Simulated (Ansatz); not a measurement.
**LiPH2 (triplet): from Hartree-Fock to the top rungs at scale of all distances = 1.732, 6-31G**

How much of the correlation energy of LiPH2 (triplet) does each wave-function method recover here?

The runs use Ansatz 0.2.0, Gaussian basis; 6-31G, core rule «outside noble gas», up to 6 orbitals frozen.

Plan: UHF; CCSD(T) on ROHF; CCSD(T) on UHF; BCCD(T) on ROHF; CISD as a restricted active space (open shells left free, so some higher excitations enter); CCSDT(Q) on ROHF; CCSDT(Q) on UHF; CASSCF and MRCISD+Q, 4 electrons in 4 orbitals; CASSCF and NEVPT2, 4 electrons in 4 orbitals; Full CI.

34 further runs of the same task are left out: 19 for a known fault of the program, 11 that didn't finish, 4 set aside as unsound or not needed. Runs told in other sessions of the task aren't counted.

### Step 1. What is computed

The geometry derives from a PBE0/def2-TZVP stationary point (not a proven minimum). All distances are scaled together.

4 atoms, charge 0, spin multiplicity 3.

Atoms are counted from 1 here; the program's logs count them from 0.

No contacts short enough for the rule that draws bonds.

### Step 2. UHF

File in.yaml:

```yaml
crystal:
  periodic: [false, false, false]
  atoms:
    - {symbol: P, position_ang: [0.000000, 0.047311, 0.846872]}
    - {symbol: Li, position_ang: [0.000000, -0.001928, -4.464140]}
    - {symbol: H, position_ang: [0.000000, 0.873443, 3.181480]}
    - {symbol: H, position_ang: [0.000000, -2.314038, 1.535853]}
basis:
  gaussian: {orbitals: 6-31G}
magnetization: {spin_polarized: true, initial_magnetization: 2}
hamiltonian: {xc: hf}
output: {orbitals: {seedname: orbitals}}
```

Run with:

```console
ansatz run in.yaml --threads 1 --pin off --events-out ev --progress --plain --max-ram 2393MiB
```

Further steps of the session: CCSD(T) on ROHF; CCSD(T) on UHF; BCCD(T) on ROHF; CISD as a restricted active space (open shells left free, so some higher excitations enter); CCSDT(Q) on ROHF; CCSDT(Q) on UHF; CASSCF and MRCISD+Q, 4 electrons in 4 orbitals; CASSCF and NEVPT2, 4 electrons in 4 orbitals; Full CI.

Q: Predict the results of all the runs planned. Wanted: FCI from the RHF energy; RMP2 from FCI; UMP2 from FCI; RCCSD from FCI; RCCSD(T) from FCI; UCCSD(T) from FCI; RCCSDT(Q) from FCI; UCCSDT(Q) from FCI; NEVPT2 pair from FCI.

As calculated:

| quantity | value |
| --- | --- |
| FCI from the ROHF energy | -4.3630 eV |
| RMP2 from FCI | +184.0 kJ/mol |
| UMP2 from FCI | +76.1 kJ/mol |
| RCCSD from FCI | +4.5 kJ/mol |
| RCCSD(T) from FCI | -7.5 kJ/mol |
| UCCSD(T) from FCI | +8.6 kJ/mol |
| RCCSDT(Q) from FCI | -2.0 kJ/mol |
| UCCSDT(Q) from FCI | +3.4 kJ/mol |
| NEVPT2 pair from FCI | +105.4 kJ/mol |
| levels within 1 kcal/mol (43 meV) | BCCD(T), RCCSDT(Q), UCCSDT(Q) |
| T1 diagnostic | 0.077 |
| effectively unpaired electrons | 3.39 |

**Reading.** RCCSD(T) lands -7.5 kJ/mol from the yardstick (1.8 % of the correlation energy). CCSD(T) misses by -7.5 kJ/mol on the restricted determinant and by +8.6 kJ/mol on the unrestricted one; the two need not hold the same state or core. RCCSD(T), RCCSDT, RCCSDT(Q) fall below full CI, which methods that aren't variational can do. With 3.4 effectively unpaired electrons against 2 the state is strongly multireference. Coupled cluster on one determinant still stays close here. These misses are within one basis, not against nature; the frozen cores of restricted and unrestricted runs differ, which can shift their rows.

Levels on UHF freeze UHF's core orbitals, full CI those of ROHF, so the U rows can settle a little off it for that reason alone.

With open shells the CI space here admits some higher excitations, so it is larger than plain CISD.
